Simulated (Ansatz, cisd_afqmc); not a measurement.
Species: CH₄N, charge 0, doublet. CH4N (SMILES C[NH], doublet).
B3LYP-D3(BJ)/def2-TZVP minimum from Ansatz (a quantum-chemistry and plane-wave program):
```xyz
6

C      0.0571     0.6220     0.0514
N     -0.0053    -0.8134     0.0521
H     -0.9486     1.0689     0.0351
H     -0.5105    -1.0936    -0.7957
H      0.5859     0.9841     0.9335
H      0.5674     1.0026    -0.8464
```
Charge 0, spin multiplicity 2.

Total energies in cc-pVDZ, 13 correlated electrons, 2 frozen orbitals. UHF or UKS for unpaired electrons; spin-orbit terms are left out. Correlated methods leave the cores frozen. No relativity. AFQMC is phaseless with a CISD trial state; ± is one standard error, without the phaseless bias. Outlying blocks are dropped, and bars are widened where a walk drifts. Over all cases where full CI ran beside it in this data, AFQMC minus full CI had a median of +0.1 mEh and passed +0.4 mEh in a tenth of the cases.

```tsv
method	program	energy (Eh)	minus CCSDT(Q) (mEh)
HF	Ansatz	-94.60175	326.09
MP2	Ansatz	-94.88504	42.81
CCSD	Ansatz	-94.91928	8.56
CCSD(T)	Ansatz	-94.92671	1.14
CCSDT(Q)	Ansatz	-94.92785	0.00
AFQMC/CISD	cisd_afqmc	-94.9275 ± 0.0003	0.3 ± 0.3
```

Rough core times of Ansatz's runs on a shared machine: CCSD(T) under 20 s, CCSDT(Q) 2 min.
